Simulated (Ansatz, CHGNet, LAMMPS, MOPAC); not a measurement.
Rock-salt SrO, elastic constant C11

Reference value: 175 GPa (measured, temperature not stated, no zero-point or thermal correction; as tabulated in Oses et al. (2018), arXiv:1811.08464).

### Question
What do ionic model bush1994, PM7 semi-empirical Hartree-Fock (MOPAC), CHGNet 0.3.0, PBE, r²SCAN, r²SCANh, Hartree–Fock give, and how far is each from the reference?

### Answer

```csv
level (code),value (GPa),cell (Å³/atom),difference (%)
"ionic model bush1994 (shell model, LAMMPS)",179,16.92,+2.3
PM7 semi-empirical Hartree-Fock (MOPAC) (MOPAC),677,12.39,+287
CHGNet 0.3.0 (CHGNet),130,17.62,-26
PBE (Ansatz),160,17.52,-8.6
r²SCAN (Ansatz),183,17.17,+4.6
r²SCANh (Ansatz),186,17.08,+6.3
Hartree–Fock (Ansatz),170,17.80,-2.9
```

Leaving aside ionic model bush1994, which can be fitted to such values or carry a doubt: The reference's temperature isn't stated, so close values are not ranked against it. Off by more than 25 % (a bound picked here): PM7 semi-empirical Hartree-Fock (MOPAC) (+287 %), CHGNet 0.3.0 (-26 %).

The measured value isn't corrected to a static lattice, so vibrations enter the comparison. A static lattice is as a rule stiffer than a warm one, by over a tenth in soft solids.  PM7 semi-empirical Hartree-Fock (MOPAC): the relaxed volume lies over a fifth from the starting cell. PM7 semi-empirical Hartree-Fock (MOPAC): the method was fitted mainly to molecules. PM7 semi-empirical Hartree-Fock (MOPAC): the run uses a supercell at the zone centre in place of a k mesh. Each level is taken at its own relaxed cell. Cutoffs differ between the levels. Ansatz's density-functional and Hartree–Fock values are scalar-relativistic unless marked +SOC, with PAW data made under PBE.

Empirical potentials (ionic model bush1994) are fitted to chosen data, which need not cover the solid at hand: agreement can be built in, and what lay outside the fit can be far off. Machine-learned potentials (CHGNet 0.3.0) are trained on DFT data, which may include these solids.

Differences are worked out from the printed values.

Ansatz is an electronic-structure program.
